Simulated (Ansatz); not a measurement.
**H2SO (triplet): the correlation ladder at distance O1–H3 along a hydrogen transfer = 1.098 Å, cc-pVDZ**

How much of the correlation energy of H2SO (triplet) does each wave-function method recover here?

The runs use Ansatz 0.2.0, Gaussian basis; cc-pVDZ, core rule «outside noble gas», up to 6 orbitals frozen.

To be run: UHF; CCSD(T) on ROHF; CCSD(T) on UHF; BCCD(T) on ROHF; CISD; CCSDT(Q) on ROHF; CCSDT(Q) on UHF; CASSCF and MRCISD+Q, 4 electrons in 4 orbitals; CASSCF and NEVPT2, 4 electrons in 4 orbitals; CASSCF and MRCISD+Q, 14 electrons in 10 orbitals; CASSCF and NEVPT4(SD), 14 electrons in 10 orbitals; CASSCF and NEVPT2, 14 electrons in 10 orbitals.

11 further runs of the same task are left out: 11 that didn't finish.

**1. The system**

The geometry derives from fragments relaxed apart (PBE0/def2-TZVP) and kept rigid, so it is no stationary point. A hydrogen atom is moved between rigid fragments.

4 atoms, charge 0, spin multiplicity 3.

Atoms are counted from 1 here; the program's logs count them from 0.

Bond lengths: O1–H2 0.960 Å, O1–H3 1.098 Å, H3–S4 1.564 Å. Angles: H2–O1–H3 105.1°, O1–H3–S4 180.0°.

Geometry (Å):

```
O    -0.87767   -0.23164    0.00000
H    -1.12698    0.69493    0.00000
H     0.22033   -0.23164    0.00000
S     1.78433   -0.23164    0.00000
```

**2. UHF**

The input, in.yaml:

```yaml
crystal:
  periodic: [false, false, false]
  atoms:
    - {symbol: O, position_ang: [-0.877673, -0.231644, 0.000000]}
    - {symbol: H, position_ang: [-1.126982, 0.694932, 0.000000]}
    - {symbol: H, position_ang: [0.220327, -0.231644, 0.000000]}
    - {symbol: S, position_ang: [1.784327, -0.231644, 0.000000]}
basis:
  gaussian: {orbitals: cc-pVDZ}
magnetization: {spin_polarized: true, initial_magnetization: 2}
hamiltonian: {xc: hf}
output: {orbitals: {seedname: orbitals}}
```

Run with:

```console
> ansatz run in.yaml --threads 1 --pin off --events-out ev --progress --plain --max-ram 2393MiB
```

The runs that follow: CCSD(T) on ROHF; CCSD(T) on UHF; BCCD(T) on ROHF; CISD; CCSDT(Q) on ROHF; CCSDT(Q) on UHF; CASSCF and MRCISD+Q, 4 electrons in 4 orbitals; CASSCF and NEVPT2, 4 electrons in 4 orbitals; CASSCF and MRCISD+Q, 14 electrons in 10 orbitals; CASSCF and NEVPT4(SD), 14 electrons in 10 orbitals; CASSCF and NEVPT2, 14 electrons in 10 orbitals.

Before running them: what should the planned runs give, taken together? Wanted: UCCSDT(Q) below the RHF energy; RMP2 from UCCSDT(Q); UMP2 from UCCSDT(Q); RCCSD from UCCSDT(Q); RCCSD(T) from UCCSDT(Q); UCCSD(T) from UCCSDT(Q); RCCSDT(Q) from UCCSDT(Q); NEVPT2 pair from UCCSDT(Q); MRCISD+Q pair from UCCSDT(Q).

The runs gave:

| quantity | value |
| --- | --- |
| UCCSDT(Q) below the RHF energy | -9.4350 eV |
| RMP2 from UCCSDT(Q) | +907.4 meV |
| UMP2 from UCCSDT(Q) | +992.1 meV |
| RCCSD from UCCSDT(Q) | +225.7 meV |
| RCCSD(T) from UCCSDT(Q) | +40.6 meV |
| UCCSD(T) from UCCSDT(Q) | +40.8 meV |
| RCCSDT(Q) from UCCSDT(Q) | +0.9 meV |
| NEVPT2 pair from UCCSDT(Q) | +921.0 meV |
| MRCISD+Q pair from UCCSDT(Q) | +108.9 meV |
| NEVPT2 valence from UCCSDT(Q) | +1378.8 meV |
| levels within 1 kcal/mol (43 meV) | RCCSD(T), UCCSD(T), BCCD(T), RCCSDT, UCCSDT, RCCSDT(Q) |
| T1 diagnostic | 0.025 |
| effectively unpaired electrons | 2.01 |

In words: RCCSD(T) misses by +40.6 meV, 0.4 % of the correlation energy. One determinant dominates. Of the multireference levels listed MRCISD+Q valence comes nearest in total energy (+53.4 meV), which doesn't show that its space is the better one. These misses are within one basis, not against nature; the frozen cores of restricted and unrestricted runs differ, which can shift their rows.
